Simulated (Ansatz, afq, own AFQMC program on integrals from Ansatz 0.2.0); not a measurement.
Two steps: Ansatz 0.2.0 writes the Fock matrix and Cholesky factors of the valence space, and afq projects on them the lowest state that overlaps trial and start.

```yaml
crystal:
  periodic: [false, false, false]
  atoms:
    - {symbol: B, position_ang: [-0.139324, -1.265074, 0.200941]}
    - {symbol: Cl, position_ang: [-0.724004, -2.170520, -1.138050]}
    - {symbol: H, position_ang: [-0.382472, -1.551106, 1.348409]}
basis:
  gaussian: {orbitals: def2-TZVP}
magnetization: {spin_polarized: true, initial_magnetization: 1}
correlation: {method: ccsd_t, electrons: outside_noble_gas, hamiltonian_folder: ham}
```

```sh
$ ansatz run in.yaml --threads 1 --pin off --events-out ev --progress --plain --max-ram 24576MiB --backend cuda --devices 0, --max-vram 18GiB
```

Options of the walk:

```
--method phaseless --trial cisd --walkers 3400 --populations 20 --least-time 60 --time-step 0.005 --steps-per-block 50 --equilibration-blocks 28 --max-blocks 4000 --target-error 0.0002 --factor-cut 1e-05 --start spin_pure --seed 5908 --release-times 0.24,0.51,0.99,1.62,2.4 --release-step 0.03 --release-every 3 --taylor-order 6
```

Times are imaginary, in 1/Eh. The walk had a cap of 246 s. With eight or more populations the least sampling time is a fifth of least-time, and the error comes from their spread.

Log:

```
orbitals 68  electrons 6 5  factors 460 of 461
reference energy -484.75035422 Eh
CCSD correlation -0.28718421 Eh in 10 cycles, weight of the determinant in the CISD state 0.8834
energy of the start -485.037416 Eh
 block  time / (1/Eh)  mean weight  energy / Eh
     1     0.250  1.0001  -485.034737
     2     0.500  0.9999  -485.038348
     3     0.750  0.9998  -485.042230
     4     1.000  0.9998  -485.045056
     5     1.250  0.9999  -485.046474
     8     2.000  0.9996  -485.047561
    11     2.750  0.9997  -485.050596
    14     3.500  1.0002  -485.050248
    17     4.250  1.0001  -485.050440
    20     5.000  1.0000  -485.051291
    23     5.750  0.9996  -485.051599
    26     6.500  0.9998  -485.051418
    28     7.000  1.0001  -485.051958
    29     7.250  1.0002  -485.050804
    32     8.000  0.9999  -485.051744
    35     8.750  0.9998  -485.050505
    38     9.500  0.9999  -485.050350
    41    10.250  0.9998  -485.051182
    44    11.000  1.0000  -485.049994
    47    11.750  0.9997  -485.051036
    50    12.500  0.9999  -485.050586
    53    13.250  1.0003  -485.050969
    55    13.750  1.0004  -485.049615
    56    14.000  1.0001  -485.049916
    59    14.750  1.0002  -485.050740
    62    15.500  0.9999  -485.051406
    65    16.250  1.0000  -485.050742
    68    17.000  0.9997  -485.049737
    71    17.750  1.0006  -485.051031
    74    18.500  1.0001  -485.051314
    77    19.250  0.9994  -485.050455
    78    19.500  0.9997  -485.050360
error from the spread of 20 populations
released: time / (1/Eh)  energy / Eh  error  mean overlap
  0.24  -485.050949  0.000134  0.9954
  0.51  -485.050979  0.000104  0.9925
  0.99  -485.051122  0.000143  0.9925
  1.62  -485.051141  0.000169  0.9819
  2.40  -485.051338  0.000278  0.9728
energy -485.050658 +/- 0.000146 Eh
(rows thinned)
```

The run passed its tests (sampling time, drift between the halves within three errors, error under three times the target), which doesn't prove that it has relaxed.

Against this walk (error 4.0 meV) on the same determinant: CCSD(T) 28.2 meV higher, CCSDT(Q) 13.9 meV lower. The error is statistical and leaves out the bias of the constraint. Released to 2.40 1/Eh the energy lies 18 ± 9 meV (both errors) below the phaseless value, which shows part or all of the bias of the constraint, and CCSDT(Q) lies 4.6 meV above the released value.

Cautions: constraint bias not in the error.

The walk took 3.4 min on 1 × NVIDIA H100 80GB HBM3 with 2 threads of AMD EPYC 7R13 Processor (Zen 3), with other jobs on the host (the card was shared). The log's last line is the phaseless energy.

CCSDT and higher add their correlation energy to the determinant of the CCSD(T) run, since their own runs factorise the integrals more tightly (a shift of under 2 meV). A walk keeps the symmetry of its determinant, which the program's search chose and which needn't be the lowest solution, so a lower state of the same spin and another symmetry isn't excluded.
